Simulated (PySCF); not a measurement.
An unknown is described by computed data only.

Elements present: B, H and O. Monoisotopic mass: 30.0277 u.

| Item | Value |
| --- | --- |
| Polarisability | 21.4 au [CAM-B3LYP/def2-SVPD] |
| Triplet | lowest triplet excitation (Tamm–Dancoff): 5.80 eV [TDA CAM-B3LYP/def2-SVPD] |
| Rotational structure | rotational constants A, B, C: 169.225, 30.743, 26.017 GHz [PBE0-D3(BJ)/def2-SVP] |
| UV, strongest line | among the 10 lowest singlet transitions: S10 at 10.77 eV (115 nm, f = 0.170) [TDDFT CAM-B3LYP/def2-SVPD] |
| NMR, other nuclei | isotropic shieldings of nuclei other than C and H, by class: 52 (1 B), 119 (1 O) ppm [GIAO PBE0/pcSseg-1] |
| UV, first state | lowest singlet excitation: 6.45 eV (192 nm, f = 0.000) [TDDFT CAM-B3LYP/def2-SVPD] |
| XPS | B1s 197.3, O1s 539.9 eV [ΔSCF SCAN, pcX-2 on the ionised atom, pcseg-1 elsewhere, spin-free X2C] |
| 1H NMR | chemical shifts (computed TMS as zero) by class: 6.35 (1 H), 5.23 (2 H) ppm [GIAO PBE0/pcSseg-1] |

The electronic properties come from PySCF, for the isolated species, density fitting. Levels stand in brackets. Geometry: PBE0-D3(BJ)/def2-SVP, one conformer, isolated molecule. NMR classes are plain means over equivalent atoms (diastereotopic ones count apart unless rotation or inversion swaps them), as if these changed places fast.

Question: Which formula fits the mass and the elements?

Answer: BH3O (calculated 30.0277). No other formula that holds each of these elements comes within 0.0003 u with a fitting electron parity and a possible valence count.

Question: Give a SMILES that accounts for the data.

Answer: Hydrogen classes from least to most shielded: 1 H on an oxygen bonded to B and H (6.35 ppm), 2 H on a boron bonded to O and 2 H (5.23 ppm). The other shieldings belong to: 52 ppm, boron bonded to O and 2 H; 119 ppm, oxygen bonded to B and H. The core levels belong to: B1s 197.3 eV, boron bonded to O and 2 H; O1s 539.9 eV, oxygen bonded to B and H. The optimised geometry has point group Cs and is an asymmetric top. Structure: `BO` (BH2(OH)).
